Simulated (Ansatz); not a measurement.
**Worked example: correlation energy of ClF, singlet**

Geometry: MP2(full)/6-31G*, from the G2/97 set.

```xyz
2

F     0.0000    0.0000    0.0000
Cl    0.0000    0.0000    1.6591
```

Basis cc-pV(D+d)Z; Ansatz 0.2.0. Only valence electrons are correlated (noble-gas cores frozen), which leaves 14 electrons in 31 orbitals. R marks a restricted (for open shells ROHF) determinant.

Full CI isn't at hand for all of this; RCCSDTQ serves as the reference, and is uncertain by about the last step of the cluster series.

Runs differ by some tens of microhartree through their thresholds, so steps under 0.03 kcal/mol mean nothing.

```tsv
level	total energy (hartree)
RHF	-558.846411
RMP2	-559.176957
RCCSD	-559.195074
RCCSD(T)	-559.202407
RCCSDT	-559.202856
RCCSDT(Q)	-559.203870
RCCSDTQ	-559.203813
```

Problem. What is the correlation energy at RCCSDTQ, and what share of it do RMP2 and RCCSDT recover?

Solution. E(corr) = -559.203813 − (-558.846411) = -0.357402 hartree = -9.725 eV. RMP2: -0.330546 / -0.357402 = 92.49 %. RCCSDT: -0.356445 / -0.357402 = 99.73 %.

Problem. By how many kcal/mol does RCCSD(T) miss RCCSDTQ (1 hartree = 627.509 kcal/mol), and which steps make up the rest?

Solution. -559.202407 − (-559.203813) = 0.001406 hartree = 0.88 kcal/mol. Steps: RCCSDT − RCCSD(T) = -0.28, RCCSDT(Q) − RCCSDT = -0.64, RCCSDTQ − RCCSDT(Q) = 0.04 kcal/mol. Differences between like states or geometries often cancel part of this.
